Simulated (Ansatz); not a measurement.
# Li2− (quartet): wave-function methods side by side at distance Li1–Li2 = 2.960 Å, aug-cc-pVTZ

How much of the correlation energy of Li2− (quartet) does each wave-function method recover here?

Method: aug-cc-pVTZ, core rule «outside noble gas», up to 2 orbitals frozen; program: Ansatz 0.2.0, Gaussian basis.

To be run: UHF; CCSD(T) on ROHF; CCSD(T) on UHF; BCCD(T) on ROHF; CCSDT on ROHF; CCSDT on UHF; Full CI.

32 further runs of the same task are left out: 17 for a known fault of the program, 11 that didn't finish, 4 set aside as unsound or not needed.

**1. The geometry**

The geometry derives from a PBE0/def2-TZVPD stationary point (not a proven minimum). One bond is set to the value named and the two fragments are kept rigid.

2 atoms, charge -1, spin multiplicity 4.

Atoms are counted from 1 here; the program's logs count them from 0.

No contacts short enough for the rule that draws bonds.

**2. UHF**

File in.yaml:

```yaml
crystal:
  periodic: [false, false, false]
  atoms:
    - {symbol: Li, position_ang: [0.000000, 0.000000, 0.000000]}
    - {symbol: Li, position_ang: [0.000000, 0.000000, 2.960000]}
basis:
  gaussian: {orbitals: aug-cc-pVTZ}
total_charge: -1
magnetization: {spin_polarized: true, initial_magnetization: 3}
hamiltonian: {xc: hf}
output: {orbitals: {seedname: orbitals}}
```

The run is started by

```bash
> ansatz run in.yaml --threads 1 --pin off --events-out ev --progress --plain --max-ram 2393MiB
```

Further steps of the session: CCSD(T) on ROHF; CCSD(T) on UHF; BCCD(T) on ROHF; CCSDT on ROHF; CCSDT on UHF; Full CI.

Before running them: what should the planned runs give, taken together? Wanted: FCI below the RHF energy; RMP2 from FCI; UMP2 from FCI; RCCSD from FCI; RCCSD(T) from FCI; UCCSD(T) from FCI; T1 diagnostic; effectively unpaired electrons.

As calculated:

| quantity | value |
| --- | --- |
| FCI below the RHF energy | -0.2378 eV |
| RMP2 from FCI | +202.9 meV |
| UMP2 from FCI | +202.3 meV |
| RCCSD from FCI | +20.4 meV |
| RCCSD(T) from FCI | +8.6 meV |
| UCCSD(T) from FCI | +8.1 meV |
| levels within 1 kcal/mol (43 meV) | RCCSD, UCCSD, RCCSD(T), UCCSD(T), BCCD(T), RCCSDT, UCCSDT |
| T1 diagnostic | 0.019 |
| effectively unpaired electrons | 3.00 |

RCCSD(T) lands +8.6 meV from the yardstick (3.6 % of the correlation energy). One determinant dominates. Coupled cluster took another determinant than the lowest Hartree-Fock one. These misses are within one basis, not against nature; the frozen cores of restricted and unrestricted runs differ, which can shift their rows.
